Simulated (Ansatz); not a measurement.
**[SF3]+ (SMILES F[S+](F)F) at BCCD(T)/6-311+G(d,p)**

Aim: the vertical ionisation energy of [SF3]+ at BCCD(T)/6-311+G**, from 2 runs. 

Program for the calculation: Ansatz 0.2.0.

2 further runs of the same task are left out: 2 set aside as unsound or not needed.

### Step 1. The structure to begin with

[SF3]+: 4 atoms, total charge +1, spin state singlet. As SMILES, `F[S+](F)F`. The coordinates come from a PBE0-D4/def2-TZVP relaxation.

Bond lengths: F1–S2 1.503 Å, S2–F3 1.503 Å, S2–F4 1.503 Å. Angles: F1–S2–F3 99.6°, F1–S2–F4 99.6°, F3–S2–F4 99.6°.

### Step 2. A single-point energy at BCCD(T)/6-311+G(d,p)

File in.yaml:

```yaml
basis:
  gaussian:
    orbitals: 6-311+G_st__st_-spherical.json
crystal:
  periodic: [false, false, false]
  atoms:
    - symbol: F
      position_ang: [0.623020, 0.191030, 1.167760]
    - symbol: S
      position_ang: [0.432770, -0.058560, -0.301740]
    - symbol: F
      position_ang: [-0.545420, -1.197460, -0.238600]
    - symbol: F
      position_ang: [-0.510370, 1.064990, -0.627420]
total_charge: 1
correlation:
  method: bccd_t
  frozen_orbitals: {F: 1, S: 5}
accuracy: high
scf:
  omitted_lower_state_checks: [cluster_reference, increment]
```

The basis set 6-311+G** is read from a file made from the Basis Set Exchange's data (not shown).

On the command line:

```
$ ansatz run in.yaml --threads 1 --pin off --max-ram 3480MiB --events-out events.jsonl --progress --plain --runs-dir runs
```

Output, cut to the lines that bear on the results:

```text
Warning: RAYON_NUM_THREADS=1 ignored (pool sized by the plan → 1); use --threads N
Functional definition: HF
  name "HF"
[...]
1727 factors; integrals over basis functions are off by at most 4.4e-9 eV
[...]
mean field -18925.37213830 eV, -695.4945980046 hartree, gradient 2.4e-8 eV, S^2 0.000000; 0 other end points of the search recorded, 0 dependent functions left out
8 core orbitals not correlated: weight in the atoms' cores, before any rotation towards them, 1.000 or more for the frozen orbitals, at most 0.000 for the correlated occupied ones
reference -18925.37213830 eV, -695.4945980046 hartree; 13, 13 occupied and 75, 75 virtual orbitals, 1727 factors
second order -20.60684289 eV of doubles, -0.00000000 eV of singles
cycle   1  -20.01657559 eV  change    5.9e-1 eV  update   1.2e-1
[...]
cycle  20  -20.64412982 eV  change   -1.7e-9 eV  update   1.5e-9
perturbative correction -0.73325907 eV, -0.0269467739 hartree
Total energy: -18946.74952720 eV, -696.2802025565 hartree
Checks for a lower state left out: cluster_reference, increment
```

Run time: 12 s. Hardware: 1 thread of AMD EPYC 9R45 (Zen 5), shared host; peak memory 0.83 GiB.

### Step 3. Doublet [SF3]2+

File molecule.yaml:

```yaml
crystal:
  periodic: [false, false, false]
  atoms:
    - {symbol: F, position_ang: [0.623020, 0.191030, 1.167760]}
    - {symbol: S, position_ang: [0.432770, -0.058560, -0.301740]}
    - {symbol: F, position_ang: [-0.545420, -1.197460, -0.238600]}
    - {symbol: F, position_ang: [-0.510370, 1.064990, -0.627420]}
basis:
  gaussian: {orbitals: 6-311+G_st__st_-spherical.json}
total_charge: 2
magnetization: {spin_polarized: true, initial_magnetization: 1}
correlation: {method: bccd_t, frozen_orbitals: {F: 1, S: 5}}
accuracy: high
scf: {omitted_lower_state_checks: [cluster_reference, increment]}
```

The basis set 6-311+G** is read from a file made from the Basis Set Exchange's data (not shown).

On the command line:

```
$ ansatz run molecule.yaml --threads 1 --pin off --max-ram 3480MiB --events-out events.jsonl --progress --plain --runs-dir runs
```

Output, cut to the lines that bear on the results:

```text
Warning: RAYON_NUM_THREADS=1 ignored (pool sized by the plan → 1); use --threads N
Functional definition: HF
  name "HF"
[...]
1725 factors; integrals over basis functions are off by at most 4.3e-9 eV
[...]
mean field -18903.06496811 eV, -694.6748246203 hartree, gradient 2.4e-8 eV, S^2 0.791432; 0 other end points of the search recorded, 0 dependent functions left out
8 core orbitals not correlated: weight in the atoms' cores, before any rotation towards them, 1.000 or more for the frozen orbitals, at most 0.000 for the correlated occupied ones
reference -18903.06496811 eV, -694.6748246203 hartree; 13, 12 occupied and 75, 76 virtual orbitals, 1725 factors
second order -20.54309037 eV of doubles, -0.00000000 eV of singles
cycle   1  -19.70458457 eV  change    8.4e-1 eV  update   1.5e-1
[...]
cycle  25  -20.50414606 eV  change   -2.2e-9 eV  update   3.0e-9
perturbative correction -0.93420031 eV, -0.0343312281 hartree
Total energy: -18924.50331448 eV, -695.4626693180 hartree
Checks for a lower state left out: cluster_reference, increment
```

Wall time 41 s (1 thread of AMD EPYC 9R45 (Zen 5), shared host); peak memory 1.7 GiB.

### Step 4. Summary of results

Level: BCCD(T)/6-311+G**, 8 core orbitals frozen.

```
                                                    quantity          value
                                singlet [SF3]+: total energy  -696.28020 Eh
 singlet [SF3]+: correlation energy (8 core orbitals frozen)     -785.6 mEh
                              singlet [SF3]+: (T) correction     -26.95 mEh
                               doublet [SF3]2+: total energy  -695.46267 Eh
doublet [SF3]2+: correlation energy (8 core orbitals frozen)     -787.8 mEh
                             doublet [SF3]2+: (T) correction     -34.33 mEh
          doublet [SF3]2+: ⟨S²⟩ of the reference determinant          0.791
        vertical ionisation energy (to the doublet dication)      22.246 eV
```

Removing an electron at fixed nuclei costs 22.25 eV (2146 kJ/mol). The triples (singlet [SF3]+) make up 3.4 % of the correlation energy. The triples (doublet [SF3]2+) make up 4.4 % of the correlation energy.
